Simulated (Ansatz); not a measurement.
System: tetradymite Bi₂Te₃. Method: PBE0 in Ansatz (PAW).

Input file:

Ansatz 0.2 input:
```yaml
crystal:
  lattice:
    - [10.8297467098, -2.1762918789, 0.0811352173]
    - [10.8297467098, 2.1762918789, 0.0811352173]
    - [10.3643857143, 0.0, 3.8217472221]
  atoms:
    - { symbol: Bi, position: [0.3961754581, 0.3961754581, 0.3961754581] }
    - { symbol: Bi, position: [0.6038245419, 0.6038245419, 0.6038245419] }
    - { symbol: Te, position: [0.0, 0.0, 0.0] }
    - { symbol: Te, position: [0.2183505646, 0.2183505646, 0.2183505646] }
    - { symbol: Te, position: [0.7816494354, 0.7816494354, 0.7816494354] }
basis:
  ecutwfc: 460
  ecutrho_ratio: 4
  xc_grid: 2
kpoints:
  mp_grid: { grid: [6, 6, 6] }
hamiltonian:
  xc: pbe0
  dispersion: none
  pseudopotentials: { kind: paw }
scf:
  occupations: { method: fermi_dirac, width: 0.01 }
output:
  forces: true
  stress: true
  eigenvalues: true
relax:
  f_tol: 0.01
  escape_saddle: false
  max_steps: 80
  cell: { stress_tol: 0.05, fix: [volume] }
```

Output (set-up and result lines):

```
Relaxation: its limit of steps is 80 (relax.max_steps)
Crystal: 5 atoms, lattice volume = 176.487 Å³
Basis set: ecut = 460 eV, 3973 PW (Γ), FFT grids on a1−a3, a2−a3, a3, exchange–correlation on 64×64×160 points (8 copies of the dense FFT grid, shifted against one another)
Bands: 47, of which v1, the nominal top of the filled ones, is band 39 counted from 1 (38 counted from 0)
Symmetry: 12 space group operations
Space group: R-3m (ITA 166), of the structure as read, at distance tolerance 5.6e-5 Å
k-points: 32 of 216
Functional: x = pbe(κ = 0.804, μ = 0.2195149727645171), c = pbe(β = 0.06672455060314922), warm-up for x = 0.75 pbe(κ = 0.804, μ = 0.2195149727645171) + 0.25 exact, c = pbe(β = 0.06672455060314922)
SCF iter   1: F=—  HF=-45734.086947 eV  |F-HF|=—  |Δ(HF+E_count)|=         —  Δρ=1.25e-3  dr2=7.73e-3
SCF iter   2: F=—  HF=-45734.095055 eV  |F-HF|=—  |Δ(HF+E_count)|=   8.11e-3  Δρ=1.54e-3  dr2=5.52e-2
  ...
SCF 1 converged in 11 iterations: F = -45734.089662 eV  dr2 = 5.53e-12
Crystal: 5 atoms, lattice volume = 176.487 Å³
Initial density: handed on by an earlier stage of this run
Functional: x = 0.75 pbe(κ = 0.804, μ = 0.2195149727645171) + 0.25 exact, c = pbe(β = 0.06672455060314922)
  ...
Crystal: 5 atoms, lattice volume = 176.487 Å³
Crystal: 5 atoms, lattice volume = 176.487 Å³
SCF 12 converged in 2 iterations: F = -45746.055570 eV  dr2 = 5.70e-12
Crystal: 5 atoms, lattice volume = 176.487 Å³
Crystal: 5 atoms, lattice volume = 176.487 Å³
Crystal: 5 atoms, lattice volume = 176.487 Å³
SCF 15 converged in 2 iterations: F = -45746.055825 eV  dr2 = 2.28e-11
Crystal: 5 atoms, lattice volume = 176.487 Å³
SCF 16 converged in 7 iterations: F = -45746.055840 eV  dr2 = 4.56e-11
Crystal: 5 atoms, lattice volume = 176.487 Å³
SCF iter   1: F=—  HF=-45746.055840 eV  |F-HF|=—  |Δ(HF+E_count)|=         —  Δρ=2.93e-7  dr2=3.56e-10
SCF iter   2: F=-45746.055840 eV  HF=-45746.055840 eV  |F-HF|=1.46e-11  |Δ(HF+E_count)|=  4.37e-11  Δρ=9.90e-8  dr2=2.38e-11
SCF 17 converged in 2 iterations: F = -45746.055840 eV  dr2 = 2.38e-11
Free energy (F): -45746.055840 eV
Internal energy: -45746.055840 eV  (E = F + TS)
E sigma→0 (E₀):  -45746.055840 eV
Fermi energy:    8.662540 eV
--- Forces (eV/Å), atoms counted from 1 ---
  atom   1  Bi    -0.00000084     0.00000000    -0.00000010
  atom   2  Bi     0.00000084     0.00000000     0.00000010
  atom   3  Te     0.00000000    -0.00000000    -0.00000000
  atom   4  Te     0.00385681    -0.00000000     0.00047982
  atom   5  Te    -0.00385681     0.00000000    -0.00047982
--- Stress (GPa, compression-positive) ---
        0.349121      -0.000000      -0.007660
       -0.000000       0.410692       0.000000
       -0.007660       0.000000       0.409739
  P = ⅓ Tr σ = 0.3899 GPa (3.899 kbar)
```

The cell is one volume of an energy–volume scan, off the minimum.

The PAW data were made under PBE.

Note: the cell comes from a level without a dispersion term, which matters for the spacing of layers, chains or molecules.

Ansatz is a first-principles code.
